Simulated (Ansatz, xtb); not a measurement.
C2FS: where a starting geometry ends

The starting geometry of this gas-phase doublet has its atoms placed at random.

```tsv
atom	x (Å)	y (Å)	z (Å)
C	0.4710	-1.3575	0.5367
C	0.3760	0.1596	1.6940
F	0.8370	-0.1185	-0.3560
S	-0.9732	-1.3792	-0.6575
```

**Question.** One run relaxed it with r2SCAN-D4/def2-SVP. What is a likely outcome?

**Answer.** It ends as a structure given below by its coordinates. Contacts that close: C1–C2 (1.91 → 1.35 Å), C1–F3 (1.57 → 1.30 Å), C2–S4 (3.12 → 1.99 Å).

The energy falls by 6.64 eV over 13 steps:

```json
{"step": "1", "E − E(last) (eV)": "6.639"}
{"step": "2", "E − E(last) (eV)": "4.592"}
{"step": "4", "E − E(last) (eV)": "1.645"}
{"step": "5", "E − E(last) (eV)": "1.283"}
{"step": "6", "E − E(last) (eV)": "1.081"}
{"step": "8", "E − E(last) (eV)": "0.211"}
{"step": "9", "E − E(last) (eV)": "0.038"}
{"step": "10", "E − E(last) (eV)": "0.007"}
{"step": "12", "E − E(last) (eV)": "0.000"}
{"step": "13", "E − E(last) (eV)": "0.000"}
```

Final geometry (Å):

```yaml
atoms:
  - { symbol: C, position_ang: [0.3908, -0.5206, 0.2410] }
  - { symbol: C, position_ang: [-0.0396, -0.6372, 1.5156] }
  - { symbol: F, position_ang: [1.2757, 0.0293, -0.5323] }
  - { symbol: S, position_ang: [-0.9161, -1.5670, -0.0070] }
```

From the same start GFN2-xTB ends elsewhere, at `FC#C[S]`.

From so rough a start the end depends on the optimiser's path, so another program may land elsewhere. No frequencies were run, so the end isn't proven a minimum. Open shells are spin-unrestricted. Run with Ansatz 0.2.0, 57 s on 1 thread of Intel(R) Xeon(R) 6975P-C (Granite Rapids) (shared host).
